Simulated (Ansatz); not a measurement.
FH3SSi, SMILES F[SiH2]S, a short molecular-dynamics run

Program: Ansatz 0.2.0 through its Python package.

Input file `fh3ssi.xyz`:
```text
6

F    -1.83890    0.55310   -0.26640
Si   -0.39750    0.02450   -0.36480
S     0.52040    0.25070    1.52670
H    -0.34890   -1.40140   -0.72520
H     0.38160    0.77970   -1.39440
H     1.72530   -0.27050    1.17780
```

The script, `md_fh3ssi.py`:
```python
"""Molecular dynamics of one FH3SSi molecule."""

import ansatz as az
import numpy as np


def main() -> None:
    molecule = az.Crystal.molecule_from_extxyz("fh3ssi.xyz")

    calculation = (
        molecule.calculation()
        .basis(gaussian="6-31G")
        .functional("hf")
        .md("nve", timestep=0.25, steps=30, temperature=200, initial_velocities="maxwell_boltzmann", seed=64)
    )
    frames = []
    calculation.session().plan().execute(on_event=lambda e: frames.append(e["data"]) if e["event"] == "md_step" else None)
    print("t (fs)   E_pot (eV)      E_kin (eV)   T (K)   d(0-1) (A)")
    for f in frames[::3]:
        xyz = np.array(f["positions_ang"])
        print(f"{f['time_fs']:6.2f} {f['lagrangian_ev']:14.5f} {f['e_kin_ev']:10.5f} {f['temperature_k']:8.1f} {np.linalg.norm(xyz[0] - xyz[1]):9.4f}")
    kept = np.array([f["conserved_ev"] for f in frames])
    print(f"conserved energy moves by at most {1000 * np.ptp(kept):.3f} meV")
    symbols = [site.symbol for site in molecule.cartesian_sites]
    with open("last_frame.xyz", "w") as handle:
        handle.write(f"{len(symbols)}\nt = {frames[-1]['time_fs']} fs\n")
        handle.writelines("{:2s} {:10.5f} {:10.5f} {:10.5f}\n".format(s, *xyz) for s, xyz in zip(symbols, frames[-1]["positions_ang"]))


if __name__ == "__main__":
    main()
```

Running `python md_fh3ssi.py` prints:
```text
t (fs)   E_pot (eV)      E_kin (eV)   T (K)   d(0-1) (A)
  0.00   -21430.26958    0.10341    200.0    1.5384
  0.75   -21430.30806    0.14186    274.4    1.5450
  1.50   -21430.35228    0.18607    359.9    1.5542
  2.25   -21430.40050    0.23429    453.1    1.5657
  3.00   -21430.45281    0.28661    554.3    1.5793
  3.75   -21430.50938    0.34316    663.7    1.5946
  4.50   -21430.56815    0.40190    777.3    1.6111
  5.25   -21430.62375    0.45745    884.7    1.6286
  6.00   -21430.66864    0.50229    971.5    1.6468
  6.75   -21430.69612    0.52976   1024.6    1.6653
  7.50   -21430.70335    0.53700   1038.6    1.6838
conserved energy moves by at most 0.199 meV
```

`last_frame.xyz`, as written:
```text
6
t = 7.5 fs
F    -1.91634    0.58959   -0.25526
Si   -0.34739   -0.00724   -0.38711
S     0.52442    0.25189    1.54107
H    -0.46460   -1.43250   -0.82914
H     0.38278    0.81318   -1.38073
H     1.77544   -0.11413    1.22264
```

Total energies depend on the basis set; only differences at equal settings carry meaning. The trajectory is only some femtoseconds long, so its temperature is not equilibrated; where the script doesn't relax first, it starts from a rough generated geometry. The temperature counts the internal degrees of freedom alone. Run time: 15 s on 1 thread of Arm Neoverse V2 (shared host), peak memory 0.16 GiB.

(Lines on the test bed's own set-up are left out of the output.)
